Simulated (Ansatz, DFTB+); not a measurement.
**Worked example: C4H5N → C4H3N + H2**

Species: C4H5N (3-butenenitrile) `C=CCC#N`, singlet; C4H3N `C#CCC#N`, singlet; H2 (hydrogen), singlet. 

Shapes, held fixed at every level: PBE0-D4/def2-TZVP. Flexible molecules stand in one conformer, not always the lowest. Programs: Ansatz 0.2.0, DFTB+ 25.1. Electronic energies: no zero-point or thermal term.

At CCSD(T)/CBS estimate; 1 Eh = 2625.50 kJ/mol:

| species | energy (Eh) |
| --- | --- |
| C4H5N | -209.879974 |
| C4H3N | -208.622310 |
| H2 | -1.175441 |

Problem. Work out ΔE of the reaction at this level.

Solution. 
1. Products less reactants: (-208.622310) + (-1.175441) − [(-209.879974)] = 0.082223 Eh = +215.9 kJ/mol.

Other levels give +207.4 (MP2/def2-TZVPP) to +238.8 kJ/mol (PBE0-D4/def2-TZVPP). No measured value is set beside it here. The CBS estimate extrapolates MP2 from def2-TZVPP and def2-QZVPP and adds CCSD(T) − MP2 in the triple-zeta set, cores frozen; for H2 it overshoots the exact energy by about 1 mEh.
